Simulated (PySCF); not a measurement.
A side-by-side comparison of computed properties.

First species: methyl propyl ketone, C₅H₁₀O.
Bonds: C1–C2, C2–C3, C3–C4, C4–C5, C4–O6 (double). Hydrogens: H7, H8, H9 on C1; H10, H11 on C2; H12, H13 on C3; H14, H15, H16 on C5.

Second species: C₅H₁₀O.
SMILES: `C=CCOCC`

Levels: B97-2/pcSseg-2 for dipole moment, HOMO energy, LUMO energy and HOMO–LUMO gap; PBE0-D3(BJ)/def2-TZVP for rotational constant A and rotational constant C. Geometries: PBE0-D3(BJ)/def2-TZVP. Each species is one conformer at its optimised geometry, gas phase, non-relativistic unless stated; the electronic structure was computed with PySCF and density fitting.

Dipoles, sizes and rotational constants follow the conformer. The torsions of the flexible species, by atom-mapped SMILES:
- `[CH3:1][CH2:2][CH2:3][C:4]([CH3:5])=[O:6]`: C1–C2–C3–C4 177°, C2–C3–C4–C5 175°
- `[CH2:1]=[CH:2][CH2:3][O:4][CH2:5][CH3:6]`: C1–C2–C3–O4 -131°, C2–C3–O4–C5 -177°, C3–O4–C5–C6 179°

```json
{"property": "dipole moment", "column X": "2.81 D", "column Y": "1.15 D"}
{"property": "HOMO energy", "column X": "-6.89 eV", "column Y": "-7.09 eV"}
{"property": "LUMO energy", "column X": "-0.40 eV", "column Y": "0.07 eV"}
{"property": "HOMO–LUMO gap", "column X": "6.49 eV", "column Y": "7.16 eV"}
{"property": "rotational constant A", "column X": "8.429 GHz", "column Y": "15.416 GHz"}
{"property": "rotational constant C", "column X": "1.548 GHz", "column Y": "1.355 GHz"}
```

Which column belongs to which species?

Column X is the first species and column Y the second. The first has 16 atoms and 48 electrons, the second 16 and 48.

How does each property change from the first species to the second?

dipole moment -1.66 D; HOMO energy -0.20 eV; LUMO energy +0.47 eV; HOMO–LUMO gap +0.67 eV; rotational constant A +6.987 GHz; rotational constant C -0.193 GHz.

On the first: The dipole matches unit charges of opposite sign 0.58 Å apart (1 e·Å = 4.8032 D). One conformer (not necessarily the lowest) at the PBE0-D3(BJ)/def2-TZVP geometry, without solvent, vibrations or thermal averaging.

On the second: In atomic units the dipole is 0.45 e·bohr (1 au = 2.5417 D). The structure is a single PBE0-D3(BJ)/def2-TZVP conformer in the gas phase; no vibrational or solvent corrections.
